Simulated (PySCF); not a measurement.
# Potential energy of Al2 along the bond

Set-up: Al def2-SVP; no relativity (PySCF 2.14). Energies in eV from Al + Al in their ground configurations at the same level. State: ³Πu (triplet), unpaired electrons σ ↑, π ↑.

All columns are PBE0.

| R (Å) | E (eV) | HOMO (eV) | LUMO (eV) | Mayer bond order | ⟨S²⟩ |
| --- | --- | --- | --- | --- | --- |
| 2.353 | -1.098 | -4.71 | -3.39 | 1.25 | 2.01 |
| 2.462 | -1.331 | -4.73 | -3.25 | 1.22 | 2.01 |
| 2.572 | -1.458 | -4.74 | -3.12 | 1.19 | 2.01 |
| 2.654 | -1.502 | -4.64 | -3.04 | 1.18 | 2.01 |
| 2.736 | -1.513 | -4.55 | -2.96 | 1.16 | 2.01 |
| 2.818 | -1.500 | -4.46 | -2.89 | 1.14 | 2.01 |
| 2.928 | -1.454 | -4.35 | -2.81 | 1.13 | 2.01 |
| 3.064 | -1.366 | -4.23 | -2.71 | 1.11 | 2.01 |
| 3.228 | -1.238 | -4.10 | -2.62 | 1.08 | 2.01 |
| 3.447 | -1.051 | -3.96 | -2.50 | 1.06 | 2.01 |

The state is the lowest determinant that a PBE0 search found; another state may lie lower at other levels.
